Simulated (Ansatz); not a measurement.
Process, species as SMILES: O (H2O) → [OH-] + H+
B3LYP-D3(BJ)/def2-TZVP geometries, fixed; electronic energies without zero-point terms.
Largest species:
```
O
H 1 0.9627
H 1 0.9627 2 105.24
```
Charge 0, spin multiplicity 1.

Basis-set convergence of the deprotonation energy at r2SCAN with Ansatz (a quantum-chemistry and plane-wave program). Cartesian d functions, on some or all atoms, in 6-31G**; all else is spherical. The program fits the integrals of some runs and decomposes those of others, by size. No added dispersion term, no relativity. Functions are those of the species that has most. Reference: the value in aug-cc-pV5Z, 397.41 kcal/mol, itself unsure by roughly 0.17 kcal/mol (its mean distance from aug-pcseg-3, aug-cc-pVQZ, def2-QZVPPD). Deviations are taken from unrounded values.

```json
[
 {"basis": "STO-3G", "functions": "7", "deprotonation energy (kcal/mol)": "575.11", "minus reference (kcal/mol)": "177.70"},
 {"basis": "pcseg-0", "functions": "13", "deprotonation energy (kcal/mol)": "435.97", "minus reference (kcal/mol)": "38.56"},
 {"basis": "pcseg-1", "functions": "24", "deprotonation energy (kcal/mol)": "423.90", "minus reference (kcal/mol)": "26.49"},
 {"basis": "6-31G**", "functions": "25", "deprotonation energy (kcal/mol)": "434.54", "minus reference (kcal/mol)": "37.13"},
 {"basis": "6-311+G**", "functions": "34", "deprotonation energy (kcal/mol)": "397.95", "minus reference (kcal/mol)": "0.55"},
 {"basis": "aug-pcseg-1", "functions": "41", "deprotonation energy (kcal/mol)": "394.74", "minus reference (kcal/mol)": "-2.66"},
 {"basis": "def2-TZVPP", "functions": "59", "deprotonation energy (kcal/mol)": "411.41", "minus reference (kcal/mol)": "14.00"},
 {"basis": "def2-TZVPPD", "functions": "74", "deprotonation energy (kcal/mol)": "397.20", "minus reference (kcal/mol)": "-0.21"},
 {"basis": "aug-cc-pVTZ", "functions": "92", "deprotonation energy (kcal/mol)": "397.35", "minus reference (kcal/mol)": "-0.06"},
 {"basis": "aug-cc-pVQZ", "functions": "172", "deprotonation energy (kcal/mol)": "397.53", "minus reference (kcal/mol)": "0.12"},
 {"basis": "aug-pcseg-3", "functions": "183", "deprotonation energy (kcal/mol)": "397.13", "minus reference (kcal/mol)": "-0.28"},
 {"basis": "cc-pV5Z", "functions": "201", "deprotonation energy (kcal/mol)": "403.99", "minus reference (kcal/mol)": "6.58"},
 {"basis": "pcseg-4", "functions": "223", "deprotonation energy (kcal/mol)": "398.79", "minus reference (kcal/mol)": "1.39"}
]
```

The smallest set listed that lies within 1 kcal/mol of the reference with all its larger relatives (same family, alike in diffuse functions; a set with none counts only in the reference's own line) is def2-TZVPPD (74 functions, -0.21 kcal/mol off). Inside the window by cancellation, since a larger relative falls out: 6-311+G**. Inside, with no larger relative to test it: aug-pcseg-3. (Relatives not listed, tested too: 6-311++G(2d,2p) 1.55, 6-311++G(3df,3pd) 2.09, def2-QZVPPD -0.10, aug-cc-pV5Z 0.00 kcal/mol.)
